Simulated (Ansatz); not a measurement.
# Si₂H₄ + CH₄: a complex and its separated parts, part 2 of 2

Ansatz 0.2.0, Gaussian basis.

### 13 CAM-B3LYP-D4/def2-TZVPP

The inputs:

parta/in.yaml

```yaml
crystal:
  periodic: [false, false, false]
  atoms:
    - {symbol: Si, position_ang: [-1.037333, 0.483060, 0.886441]}
    - {symbol: Si, position_ang: [1.281786, 1.007187, 1.029284]}
    - {symbol: H, position_ang: [-1.175266, 1.635685, -0.105382]}
    - {symbol: H, position_ang: [1.338170, 2.331498, 1.723733]}
    - {symbol: H, position_ang: [1.925567, 1.163000, -0.307076]}
    - {symbol: H, position_ang: [2.093106, 0.046414, 1.826156]}
basis:
  gaussian: {orbitals: def2-TZVPP}
hamiltonian: {xc: {name: CAM-B3LYP}, dispersion: d4}
```

partb/in.yaml

```yaml
crystal:
  periodic: [false, false, false]
  atoms:
    - {symbol: H, position_ang: [-0.337215, -0.458765, -0.661182]}
    - {symbol: C, position_ang: [-0.885297, -1.333359, -1.010602]}
    - {symbol: H, position_ang: [-0.732163, -2.159109, -0.316561]}
    - {symbol: H, position_ang: [-1.947622, -1.097965, -1.066413]}
    - {symbol: H, position_ang: [-0.523934, -1.617648, -1.998397]}
basis:
  gaussian: {orbitals: def2-TZVPP}
hamiltonian: {xc: {name: CAM-B3LYP}, dispersion: d4}
```

One command serves all of them, each in its own folder.

Started as:

```
$ ansatz run in.yaml --threads 4 --pin off --events-out ev --progress --plain --max-ram 9574MiB
```

Output in parta, shortened:

```text
Functional definition: CAM-B3LYP
  name "CAM-B3LYP"
  cite "Yanai, Tew & Handy, Chem. Phys. Lett. 393, 51 (2004) doi:10.1016/j.cplett.2004.06.011"
  cite "Iikura, Tsuneda, Yanai & Hirao, J. Chem. Phys. 115, 3540 (2001) doi:10.1063/1.1383587"
[... 2 set-up lines as earlier in the session ...]
[...]
  # Exact exchange under (alpha + beta erf(omega r))/r, Becke's under what is left of 1/r.
[...]
818 factors; their error is unknown
210 factors; integrals over basis functions are off by at most 1.4e-5 eV
[...]
mean field -15818.76761660 eV, -581.3289875642 hartree, gradient 5.2e-5 eV, S^2 0.000000; 0 other end points of the search recorded, 0 dependent functions left out
reference -15818.76773411 eV, -581.3289918828 hartree; 16, 16 occupied and 124, 124 virtual orbitals, 818 factors
Total energy: -15818.86134279 eV, -581.3324319382 hartree
```

partb printed, shortened:

```text
[... 6 set-up lines as earlier in the session ...]
[...]
  # Exact exchange under (alpha + beta erf(omega r))/r, Becke's under what is left of 1/r.
[...]
416 factors; their error is unknown
123 factors; integrals over basis functions are off by at most 4.0e-6 eV
[...]
mean field -1102.19261346 eV, -40.5048314515 hartree, gradient 1.3e-5 eV, S^2 0.000000; 0 other end points of the search recorded, 0 dependent functions left out
reference -1102.19270471 eV, -40.5048348049 hartree; 5, 5 occupied and 82, 82 virtual orbitals, 416 factors
Total energy: -1102.21103689 eV, -40.5055085002 hartree
```

Times: 0.65 s (parta), 0.25 s (partb) on 4 threads of Arm Neoverse V2, shared host.

### 14 wB97X-V/def2-TZVPP

Each input of step 13 (parta, partb) changes in the same lines:

```diff
-hamiltonian: {xc: {name: CAM-B3LYP}, dispersion: d4}
+hamiltonian: {xc: {name: wB97X-V}}
```

One command serves all of them, each in its own folder.

Started as:

```
$ ansatz run in.yaml --threads 4 --pin off --events-out ev --progress --plain --max-ram 9574MiB
```

Output in parta, shortened:

```text
Functional definition: wB97X-V
  name "wB97X-V"
  cite "Mardirossian & Head-Gordon, Phys. Chem. Chem. Phys. 16, 9904 (2014) doi:10.1039/C3CP54374A"
[... 2 set-up lines as earlier in the session ...]
[...]
      + integral(e_c_pw_opposite_spin*poly(b97_u_opposite, cos0, cos1)) + vv10(b, c)
818 factors; their error is unknown
188 factors; integrals over basis functions are off by at most 1.5e-5 eV
[...]
mean field -15815.97703043 eV, -581.2264354139 hartree, gradient 3.9e-5 eV, S^2 0.000000; 0 other end points of the search recorded, 0 dependent functions left out
reference -15815.97702850 eV, -581.2264353431 hartree; 16, 16 occupied and 124, 124 virtual orbitals, 818 factors
Total energy: -15815.97702850 eV, -581.2264353431 hartree
```

Output in partb, shortened:

```text
[... 5 set-up lines as earlier in the session ...]
[...]
      + integral(e_c_pw_opposite_spin*poly(b97_u_opposite, cos0, cos1)) + vv10(b, c)
416 factors; their error is unknown
123 factors; integrals over basis functions are off by at most 1.2e-5 eV
[...]
mean field -1102.50991519 eV, -40.5164920753 hartree, gradient 2.5e-5 eV, S^2 0.000000; 0 other end points of the search recorded, 0 dependent functions left out
reference -1102.50991385 eV, -40.5164920259 hartree; 5, 5 occupied and 82, 82 virtual orbitals, 416 factors
Total energy: -1102.50991385 eV, -40.5164920259 hartree
```

They took 1.6 s (parta), 0.55 s (partb) on 4 threads of Arm Neoverse V2, shared host.

### 15 wB97M-V/def2-TZVPP

Each input of step 14 (parta, partb) changes in the same lines:

```diff
-hamiltonian: {xc: {name: wB97X-V}}
+hamiltonian: {xc: {name: wB97M-V}}
```

The same command starts each run, in its folder.

Started as:

```
$ ansatz run in.yaml --threads 4 --pin off --events-out ev --progress --plain --max-ram 9574MiB
```

Log of parta, shortened:

```text
Functional definition: wB97M-V
  name "wB97M-V"
  cite "Mardirossian & Head-Gordon, J. Chem. Phys. 144, 214110 (2016) doi:10.1063/1.4952647"
[... 2 set-up lines as earlier in the session ...]
  # Of w^i u^j: cxij and so on, Table III.
[...]
  gx(w, u) = 1 - cx + cx01*u + cx10*w
[...]
      + integral(e_c_pw_mod_opposite_spin*gos(b97_w_opposite, b97_u_opposite)) + vv10(b, c)
818 factors; their error is unknown
188 factors; integrals over basis functions are off by at most 1.5e-5 eV
[...]
mean field -15817.07515623 eV, -581.2667907927 hartree, gradient 3.3e-5 eV, S^2 0.000000; 0 other end points of the search recorded, 0 dependent functions left out
reference -15817.07520306 eV, -581.2667925137 hartree; 16, 16 occupied and 124, 124 virtual orbitals, 818 factors
Total energy: -15817.07520306 eV, -581.2667925137 hartree
```

Output in partb, shortened:

```text
[... 5 set-up lines as earlier in the session ...]
  # Of w^i u^j: cxij and so on, Table III.
[...]
  gx(w, u) = 1 - cx + cx01*u + cx10*w
[...]
      + integral(e_c_pw_mod_opposite_spin*gos(b97_w_opposite, b97_u_opposite)) + vv10(b, c)
416 factors; their error is unknown
123 factors; integrals over basis functions are off by at most 1.2e-5 eV
[...]
mean field -1101.86520664 eV, -40.4927994730 hartree, gradient 1.9e-5 eV, S^2 0.000000; 0 other end points of the search recorded, 0 dependent functions left out
reference -1101.86523919 eV, -40.4928006690 hartree; 5, 5 occupied and 82, 82 virtual orbitals, 416 factors
Total energy: -1101.86523919 eV, -40.4928006690 hartree
```

Times: 1.9 s (parta), 0.6 s (partb) on 4 threads of Arm Neoverse V2, shared host.

### 16 B2PLYP/def2-TZVPP

The same edit goes into each in.yaml of step 15 (parta, partb):

```diff
-hamiltonian: {xc: {name: wB97M-V}}
+hamiltonian: {xc: {name: B2PLYP}}
```

Each run has its own folder and the same command.

Started as:

```
$ ansatz run in.yaml --threads 4 --pin off --events-out ev --progress --plain --max-ram 9574MiB
```

Output in parta, shortened:

```text
Functional definition: B2PLYP
  name "B2PLYP"
  cite "Grimme, J. Chem. Phys. 124, 034108 (2006) doi:10.1063/1.2148954"
[... 2 set-up lines as earlier in the session ...]
[...]
790 factors; integrals over basis functions are off by at most 8.7e-4 eV
[...]
mean field -15809.68525898 eV, -580.9952170780 hartree, gradient 8.7e-6 eV, S^2 0.000000; 0 other end points of the search recorded, 0 dependent functions left out; unrestricted orbitals would lower it
10 core orbitals not correlated: weight in the atoms' cores, before any rotation towards them, 1.000 or more for the frozen orbitals, at most 0.000 for the correlated occupied ones
reference -15809.68541130 eV, -580.9952226755 hartree; 6, 6 occupied and 124, 124 virtual orbitals, 790 factors
second order -7.93224053 eV of doubles, -0.00000000 eV of singles
Total energy: -15811.82711624 eV, -581.0739288804 hartree
```

Output in partb, shortened:

```text
[... 5 set-up lines as earlier in the session ...]
[...]
482 factors; integrals over basis functions are off by at most 1.1e-3 eV
[...]
mean field -1099.97192119 eV, -40.4232225158 hartree, gradient 6.2e-6 eV, S^2 0.000000; 0 other end points of the search recorded, 0 dependent functions left out
1 core orbitals not correlated: weight in the atoms' cores, before any rotation towards them, 1.000 or more for the frozen orbitals, at most 0.000 for the correlated occupied ones
reference -1099.97203832 eV, -40.4232268203 hartree; 4, 4 occupied and 82, 82 virtual orbitals, 482 factors
second order -6.44327886 eV of doubles, -0.00000000 eV of singles
Total energy: -1101.71172361 eV, -40.4871590756 hartree
```

Times: 0.85 s (parta), 0.3 s (partb) on 4 threads of Arm Neoverse V2, shared host.

### 17 PBE-QIDH/def2-TZVPP

The same edit goes into each in.yaml of step 16 (parta, partb):

```diff
-hamiltonian: {xc: {name: B2PLYP}}
+hamiltonian: {xc: {name: PBE-QIDH}}
```

The same command starts each run, in its folder.

Started as:

```
$ ansatz run in.yaml --threads 4 --pin off --events-out ev --progress --plain --max-ram 9574MiB
```

Output in parta, shortened:

```text
Functional definition: PBE-QIDH
  name "PBE-QIDH"
  cite "Brémond, Sancho-García, Pérez-Jiménez & Adamo, J. Chem. Phys. 141, 031101 (2014) doi:10.1063/1.4890314"
[... 1 set-up line as earlier in the session ...]
[...]
790 factors; integrals over basis functions are off by at most 8.7e-4 eV
[...]
mean field -15804.53932982 eV, -580.8061076692 hartree, gradient 4.3e-6 eV, S^2 0.000000; 0 other end points of the search recorded, 0 dependent functions left out; unrestricted orbitals would lower it
10 core orbitals not correlated: weight in the atoms' cores, before any rotation towards them, 1.000 or more for the frozen orbitals, at most 0.000 for the correlated occupied ones
reference -15804.53934153 eV, -580.8061080998 hartree; 6, 6 occupied and 124, 124 virtual orbitals, 790 factors
second order -7.30835256 eV of doubles, -0.00000000 eV of singles
Total energy: -15806.97545905 eV, -580.8956337674 hartree
```

partb printed, shortened:

```text
[... 4 set-up lines as earlier in the session ...]
[...]
482 factors; integrals over basis functions are off by at most 1.1e-3 eV
[...]
mean field -1099.27826729 eV, -40.3977312053 hartree, gradient 5.5e-6 eV, S^2 0.000000; 0 other end points of the search recorded, 0 dependent functions left out
1 core orbitals not correlated: weight in the atoms' cores, before any rotation towards them, 1.000 or more for the frozen orbitals, at most 0.000 for the correlated occupied ones
reference -1099.27827562 eV, -40.3977315114 hartree; 4, 4 occupied and 82, 82 virtual orbitals, 482 factors
second order -6.01416567 eV of doubles, -0.00000000 eV of singles
Total energy: -1101.28299751 eV, -40.4714036820 hartree
```

Times: 0.85 s (parta), 0.3 s (partb) on 4 threads of Arm Neoverse V2, shared host.

### 18 RPA on PBE/def2-TZVPP

Each input of step 17 (parta, partb) changes in the same lines:

```diff
-hamiltonian: {xc: {name: PBE-QIDH}}
+hamiltonian: {xc: pbe}
+correlation: {method: rpa}
```

One command serves all of them, each in its own folder.

Started as:

```
$ ansatz run in.yaml --threads 4 --pin off --events-out ev --progress --plain --max-ram 9574MiB
```

parta printed, shortened:

```text
[... 4 set-up lines as earlier in the session ...]
[...]
790 factors; integrals over basis functions are off by at most 8.7e-4 eV
[...]
mean field -15810.19552835 eV, -581.0139691313 hartree, gradient 4.5e-6 eV, S^2 0.000000; 0 other end points of the search recorded, 0 dependent functions left out
10 core orbitals not correlated: weight in the atoms' cores, before any rotation towards them, 1.000 or more for the frozen orbitals, at most 0.000 for the correlated occupied ones
reference -15785.36735332 eV, -580.1015505281 hartree; 6, 6 occupied and 124, 124 virtual orbitals, 790 factors
Total energy: -15798.72750004 eV, -580.5925268643 hartree
```

Log of partb, shortened:

```text
[... 4 set-up lines as earlier in the session ...]
[...]
482 factors; integrals over basis functions are off by at most 1.1e-3 eV
[...]
mean field -1101.08947973 eV, -40.4642920350 hartree, gradient 1.9e-6 eV, S^2 0.000000; 0 other end points of the search recorded, 0 dependent functions left out
1 core orbitals not correlated: weight in the atoms' cores, before any rotation towards them, 1.000 or more for the frozen orbitals, at most 0.000 for the correlated occupied ones
reference -1094.05497168 eV, -40.2057786322 hartree; 4, 4 occupied and 82, 82 virtual orbitals, 482 factors
Total energy: -1103.78820454 eV, -40.5634683421 hartree
```

Times: 0.9 s (parta), 0.3 s (partb) on 4 threads of Arm Neoverse V2, shared host.

### 19 CCSD(T)/def2-TZVPP

Each input of step 18 (parta, partb) changes in the same lines:

```diff
-hamiltonian: {xc: pbe}
-correlation: {method: rpa}
+correlation: {method: ccsd_t}
```

Each run has its own folder and the same command.

Started as:

```
$ ansatz run in.yaml --threads 4 --pin off --events-out ev --progress --plain --max-ram 9574MiB
```

Output in parta, shortened:

```text
Functional definition: HF
  name "HF"
  cite "Fock, Z. Phys. 61, 126 (1930) doi:10.1007/BF01340294"
[... 1 set-up line as earlier in the session ...]
[...]
790 factors; integrals over basis functions are off by at most 8.7e-4 eV
[...]
mean field -15786.25535675 eV, -580.1341840524 hartree, gradient 1.4e-6 eV, S^2 0.000000; 0 other end points of the search recorded, 0 dependent functions left out; unrestricted orbitals would lower it
[...]
reference -15786.25535675 eV, -580.1341840524 hartree; 6, 6 occupied and 124, 124 virtual orbitals, 790 factors
second order -6.32620060 eV of doubles, -0.00000000 eV of singles
cycle   1  -7.22128235 eV  change   -9.0e-1 eV  update   8.2e-2
[...]
cycle  11  -7.61139610 eV  change   -5.8e-6 eV  update   1.1e-5
perturbative correction -0.26501005 eV, -0.0097389397 hartree
Total energy: -15794.13176290 eV, -580.4236366394 hartree
```

Log of partb, shortened:

```text
[... 4 set-up lines as earlier in the session ...]
[...]
482 factors; integrals over basis functions are off by at most 1.1e-3 eV
[...]
mean field -1094.28766614 eV, -40.2143299958 hartree, gradient 9.6e-7 eV, S^2 0.000000; 0 other end points of the search recorded, 0 dependent functions left out
1 core orbitals not correlated: weight in the atoms' cores, before any rotation towards them, 1.000 or more for the frozen orbitals, at most 0.000 for the correlated occupied ones
reference -1094.28766614 eV, -40.2143299958 hartree; 4, 4 occupied and 82, 82 virtual orbitals, 482 factors
second order -5.38048490 eV of doubles, -0.00000000 eV of singles
cycle   1  -5.77363920 eV  change   -3.9e-1 eV  update   4.2e-2
[...]
cycle   8  -5.93350596 eV  change   -2.5e-7 eV  update   1.3e-6
perturbative correction -0.16936823 eV, -0.0062241675 hartree
Total energy: -1100.39054033 eV, -40.4386064856 hartree
```

They took 2.2 s (parta), 0.35 s (partb) on 4 threads of Arm Neoverse V2, shared host; peak memory 0.68 GiB.

### 20 Vibrations of Si₂H₄

Input file vib-parta/in.yaml:

```yaml
crystal:
  periodic: [false, false, false]
  atoms:
    - {symbol: Si, position_ang: [-1.037333, 0.483060, 0.886441]}
    - {symbol: Si, position_ang: [1.281786, 1.007187, 1.029284]}
    - {symbol: H, position_ang: [-1.175266, 1.635685, -0.105382]}
    - {symbol: H, position_ang: [1.338170, 2.331498, 1.723733]}
    - {symbol: H, position_ang: [1.925567, 1.163000, -0.307076]}
    - {symbol: H, position_ang: [2.093106, 0.046414, 1.826156]}
basis:
  gaussian: {orbitals: def2-TZVP}
hamiltonian: {xc: pbe0, dispersion: d4}
phonons: {temperatures: {t_min: 298.15, t_max: 900, t_step: 200}}
```

Started as:

```
$ ansatz run in.yaml --threads 4 --pin off --events-out ev --progress --plain --max-ram 9574MiB
```

Standard output, shortened:

```text
[... 5 set-up lines as earlier in the session ...]
[...]
712 factors; their error is unknown
[...]
mean field -15811.75075973 eV, -581.0711228305 hartree, gradient 3.7e-5 eV, S^2 0.000000; 0 other end points of the search recorded, 0 dependent functions left out
[...]
Atom 3 at     1.338170     2.331498     1.723733 Å, force     0.000234    -0.000335    -0.000145 eV/Å
Atom 4 at     1.925567     1.163000    -0.307076 Å, force     0.000247    -0.000080     0.000063 eV/Å
Atom 5 at     2.093106     0.046414     1.826156 Å, force    -0.000108     0.000312    -0.000128 eV/Å
Dipole moment:    -0.030943    -0.002139    -0.036583 e Å
Vibrations: 69.87 335.49 400.63 427.36 705.82 849.53 916.38 945.23 2040.97 2171.30 2197.27 2215.70 cm⁻¹, zero-point energy 0.822979 eV
```

It took 12 s on 4 threads of Arm Neoverse V2, shared host.

The modes, with what each moves most:

```
mode  wavenumber (cm⁻¹)                character
   1                 70        torsion with bend
   2                335        bend with torsion
   3                401        bend with torsion
   4                427  Si–Si stretch with bend
   5                706                     bend
   6                850                     bend
   7                916                     bend
   8                945                     bend
   9               2041             Si–H stretch
  10               2171             Si–H stretch
  11               2197             Si–H stretch
  12               2216             Si–H stretch
```

Vibrational sums (real modes only):

```
T (K)  entropy (J/mol/K)  heat capacity (J/mol/K)
  298               33.2                     36.8
  498               56.4                     53.8
  698               76.6                     65.7
  898               94.2                     74.3
```

### 21 Vibrations of CH₄

Input file vib-partb/in.yaml:

```yaml
crystal:
  periodic: [false, false, false]
  atoms:
    - {symbol: H, position_ang: [-0.337215, -0.458765, -0.661182]}
    - {symbol: C, position_ang: [-0.885297, -1.333359, -1.010602]}
    - {symbol: H, position_ang: [-0.732163, -2.159109, -0.316561]}
    - {symbol: H, position_ang: [-1.947622, -1.097965, -1.066413]}
    - {symbol: H, position_ang: [-0.523934, -1.617648, -1.998397]}
basis:
  gaussian: {orbitals: def2-TZVP}
hamiltonian: {xc: pbe0, dispersion: d4}
phonons: {temperatures: {t_min: 298.15, t_max: 900, t_step: 200}}
```

Started as:

```
$ ansatz run in.yaml --threads 4 --pin off --events-out ev --progress --plain --max-ram 9574MiB
```

Standard output, shortened:

```text
[... 5 set-up lines as earlier in the session ...]
[...]
356 factors; their error is unknown
[...]
mean field -1101.35639172 eV, -40.4741008697 hartree, gradient 2.2e-5 eV, S^2 0.000000; 0 other end points of the search recorded, 0 dependent functions left out
[...]
Atom 2 at    -0.732163    -2.159109    -0.316561 Å, force     0.000356    -0.003761     0.004035 eV/Å
Atom 3 at    -1.947622    -1.097965    -1.066413 Å, force    -0.004269     0.001169     0.000145 eV/Å
Atom 4 at    -0.523934    -1.617648    -1.998397 Å, force     0.001121    -0.000331    -0.003353 eV/Å
Dipole moment:     0.000001    -0.000031    -0.000011 e Å
Vibrations: 1326.12 1326.22 1326.32 1550.99 1551.00 3047.69 3167.92 3168.81 3169.17 cm⁻¹, zero-point energy 1.217169 eV
```

Wall time 3.1 s (4 threads of Arm Neoverse V2, shared host).

The modes, with what each moves most:

```
mode  wavenumber (cm⁻¹)    character
   1               1326         bend
   2               1326         bend
   3               1326         bend
   4               1551         bend
   5               1551         bend
   6               3048  C–H stretch
   7               3168  C–H stretch
   8               3169  C–H stretch
   9               3169  C–H stretch
```

Vibrational sums (real modes only):

```
T (K)  entropy (J/mol/K)  heat capacity (J/mol/K)
  298                0.4                      2.2
  498                3.7                     12.5
  698                9.8                     23.6
  898               16.9                     33.1
```

### 22 Complex less separated parts

The complex's own energies come from single points at the same levels.

Rows are in def2-TZVPP; times add the 3 runs of a level on a shared host, so small differences are noise.

Differences are taken before rounding.

```
      method                    rung  complex less parts (eV)  from CCSD(T) (eV)   time
       SPW92                     LDA                   -0.444             -0.362  1.3 s
      PBE-D4                     GGA                   -0.253             -0.170  1.9 s
     BLYP-D4                     GGA                   -0.140             -0.058  1.9 s
   r2SCAN-D4                meta-GGA                   -0.207             -0.125  3.8 s
      B97M-V                meta-GGA                   -0.114             -0.032  8.1 s
     PBE0-D4                  hybrid                   -0.220             -0.138  2.4 s
    B3LYP-D4                  hybrid                   -0.128             -0.046  2.2 s
  r2SCAN0-D4                  hybrid                   -0.192             -0.109  3.9 s
    BHLYP-D4                  hybrid                   -0.097             -0.014  2.1 s
CAM-B3LYP-D4  range-separated hybrid                   -0.116             -0.034  2.5 s
     wB97X-V  range-separated hybrid                   -0.131             -0.048  6.5 s
     wB97M-V  range-separated hybrid                   -0.156             -0.074  8.1 s
      B2PLYP           double hybrid                   -0.047             +0.035  3.9 s
    PBE-QIDH           double hybrid                   -0.153             -0.070  4.2 s
  RPA on PBE                     RPA                   -0.007             +0.075  3.6 s
Hartree-Fock            wavefunction                    0.205             +0.287       
         MP2            wavefunction                   -0.136             -0.054       
        CCSD            wavefunction                   -0.029             +0.053       
     CCSD(T)            wavefunction                   -0.082                  0   31 s
```

Among the levels timed on like hardware and quicker than the yardstick, those that no quicker one beats, quickest first: SPW92 (1.3 s, -0.362 eV); BLYP-D4 (1.9 s, -0.058 eV); BHLYP-D4 (2.1 s, -0.014 eV).

For cost: BHLYP-D4 gets within 0.014 eV in 2.1 s, where CCSD(T) took 31 s; the quickest level in the cost chart, SPW92, takes 1.3 s and misses by 0.362 eV.

The complex's zero-point energy, from a separate PBE0-D4 run, is 2.106 eV.

### 23 Results

What follows sums up all 2 parts.

```
                              quantity      value
complex less parts, CCSD(T)/def2-TZVPP  -0.082 eV
                with zero-point energy  -0.016 eV
                 largest T1 diagnostic      0.015
```

In words: At CCSD(T) the complex lies 0.082 eV below its parts. The functionals run from BHLYP-D4, off by -0.014 eV, to SPW92, off by -0.362 eV, against CCSD(T). By rung, the mean size of the error is: LDA 0.362, GGA 0.114, meta-GGA 0.078, hybrid 0.077, range-separated hybrid 0.052, double hybrid 0.053 eV. PBE-D4 gives a relative energy 0.170 eV too low, an error of 207 % of the reference. The complex's frequency run has imaginary modes: the structure is no minimum, so both the energy and the zero-point correction are in doubt. No counterpoise was applied, and triple zeta lacks some correlation, so the CCSD(T) reference has a basis error of its own, and close matches with it are partly luck. The restricted Hartree–Fock reference is unstable towards an unrestricted one at one or more of these structures.
